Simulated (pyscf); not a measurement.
Thermochemistry of product channels of PH₃ (SMILES P) + SiH₂ (SMILES [SiH2]) [singlet] on the singlet surface, in kJ/mol, from ωB97M-D3(BJ)/def2-TZVP energies (ideal gas, 1 atm, RRHO with modes under 100 cm⁻¹ raised to 100, one conformer, R ln 2 for rigid chiral ones). Structures and frequencies: ωB97X-D3(BJ)/def2-SVP in PySCF.

| products | ΔE | ΔH(298 K) | ΔG(298 K) | ΔG(900 K) |
|---|---|---|---|---|
| :HSi–PH₂ (SMILES [SiH]P) [singlet] + H₂ (SMILES [H][H]) | -31.3 | -33.5 | -29.5 | -27.9 |
| H₂Si=PH (SMILES [SiH2]=P) + H₂ (SMILES [H][H]) | -79.1 | -81.1 | -73.3 | -63.5 |

These are energies of the channels, which say nothing of barriers.
